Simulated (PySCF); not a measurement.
Ethynyl isothiocyanate, C3HNS.
Atom-mapped SMILES: `[CH:1]#[C:2][N:3]=[C:4]=[S:5]` (hydrogens: H6 on C1)

The same species was optimised twice, with GFN2-xTB and with PBE0-D3(BJ)/def2-SVP (PySCF), and the same property calculations (PySCF, gas phase) were run on both structures.

```json
{"coordinate": "C1–H6 (Å)", "GFN2-xTB": "1.047", "PBE0-D3(BJ)/def2-SVP": "1.073", "change": "+0.026"}
{"coordinate": "C4=S5 (Å)", "GFN2-xTB": "1.554", "PBE0-D3(BJ)/def2-SVP": "1.570", "change": "+0.016"}
{"coordinate": "C1≡C2 (Å)", "GFN2-xTB": "1.205", "PBE0-D3(BJ)/def2-SVP": "1.216", "change": "+0.011"}
{"coordinate": "C2–N3 (Å)", "GFN2-xTB": "1.287", "PBE0-D3(BJ)/def2-SVP": "1.292", "change": "+0.005"}
{"coordinate": "N3=C4 (Å)", "GFN2-xTB": "1.194", "PBE0-D3(BJ)/def2-SVP": "1.195", "change": "+0.001"}
{"coordinate": "C2–N3–C4 (°)", "GFN2-xTB": "158.9", "PBE0-D3(BJ)/def2-SVP": "179.9", "change": "+21.0"}
{"coordinate": "N3–C4–S5 (°)", "GFN2-xTB": "171.9", "PBE0-D3(BJ)/def2-SVP": "180.0", "change": "+8.1"}
{"coordinate": "C1–C2–N3 (°)", "GFN2-xTB": "175.3", "PBE0-D3(BJ)/def2-SVP": "179.9", "change": "+4.6"}
{"coordinate": "C2–C1–H6 (°)", "GFN2-xTB": "177.0", "PBE0-D3(BJ)/def2-SVP": "179.9", "change": "+2.9"}
```

Rotational constants: A = 454847, B = 1556, C = 1550 MHz (GFN2-xTB) against B = 1507 MHz (linear) (PBE0-D3(BJ)/def2-SVP). Point groups within 0.08 Å: Cs and C∞v.

On the GFN2-xTB structure: HOMO (eV) -7.38 [PBE0/pcSseg-1]; LUMO (eV) -1.50 [PBE0/pcSseg-1]; dipole (D) 1.24 [PBE0/pcSseg-1]; GIAO shielding of C1 (ppm) 141.1 [PBE0/pcSseg-1]; GIAO shielding of C2 (ppm) 116.5 [PBE0/pcSseg-1]; GIAO shielding of N3 (ppm) 166.9 [PBE0/pcSseg-1]; GIAO shielding of C4 (ppm) 58.2 [PBE0/pcSseg-1]; GIAO shielding of S5 (ppm) 733.9 [PBE0/pcSseg-1].

Question: What do these properties become on the PBE0-D3(BJ)/def2-SVP structure?

Answer: 
```tsv
property	level	on GFN2-xTB	on PBE0-D3(BJ)/def2-SVP	change
HOMO (eV)	PBE0/pcSseg-1	-7.38	-7.39	-0.01
LUMO (eV)	PBE0/pcSseg-1	-1.50	-1.44	+0.06
dipole (D)	PBE0/pcSseg-1	1.24	1.56	+0.32
energy, GFN2-xTB geometry as zero (kcal/mol)	PBE0/pcSseg-1	0.0	-1.2	-1.2
GIAO shielding of C1 (ppm)	PBE0/pcSseg-1	141.1	141.5	+0.4
GIAO shielding of C2 (ppm)	PBE0/pcSseg-1	116.5	117.0	+0.5
GIAO shielding of N3 (ppm)	PBE0/pcSseg-1	166.9	166.0	-0.9
GIAO shielding of C4 (ppm)	PBE0/pcSseg-1	58.2	63.9	+5.7
GIAO shielding of S5 (ppm)	PBE0/pcSseg-1	733.9	740.9	+7.0
```

The heavy atoms differ by 0.121 Å rms after alignment. Among all bonds C1–H6 changes most (+0.026 Å). Changes are differences of the printed values. Neither structure is proved a minimum here.
